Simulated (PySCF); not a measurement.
oxonium, H₃O (charge +1), SMILES [OH3+], point group C3v.

Level: B3LYP/pcJ-1 in PySCF (density fitting, grid level 2); geometry and Hessian at that level, cubic constants and property derivatives from steps of ±0.6 along each species' dimensionless normal coordinates, second-order vibrational perturbation theory. The parent has the commonest isotopes.

Equilibrium geometry (Å):

```csv
atom,x,y,z
O1,0.0082,0.0066,0.1627
H2,-0.0658,0.9482,-0.0950
H3,0.8668,-0.4014,-0.0712
H4,-0.7683,-0.5344,-0.0879
```

Problem. How much do zero-point and thermal motion change the parent's shieldings?

Solution. 
| atom | σe (ppm) | anharmonic part, 0 K | harmonic part, 0 K | Δσ at 0 K | Δσ at 500 K | Δσ at 1000 K |
| --- | --- | --- | --- | --- | --- | --- |
| O1 | 304.20 | -4.21 | -2.24 | -6.45 | -6.47 | -5.63 |
| H2 | 24.16 | -0.56 | -0.05 | -0.61 | -0.66 | -0.77 |

Problem. And the bond lengths, in the parent and with ²H at 2?

Solution. 
```csv
bond,re (Å),⟨r⟩ at 0 K,between mean positions,"⟨r⟩, labelled"
O1–H2,0.9790,0.9979,0.9905,0.9924
```

Problem. How do the spin–spin couplings change (quoted for ¹H, ¹³C, ¹⁵N, ¹⁷O and so on whatever the masses)?

Solution. ¹J(O1,H2) -129.6 → -134.3, ¹J(O1,H3) -129.6 → -134.3, ¹J(O1,H4) -129.6 → -134.3, ²J(H2,H3) -2.2 → 0.8, ²J(H2,H4) -2.2 → 0.8, ²J(H3,H4) -2.2 → 0.8 Hz (equilibrium → 0 K average).

The study (103 SCF points, 57 basis functions) took 81 s on 1 thread of Arm Neoverse V2 (shared host) (rough), peak memory 0.3 GiB, launched as `OMP_NUM_THREADS=1 python ens_run.py task.json out`.
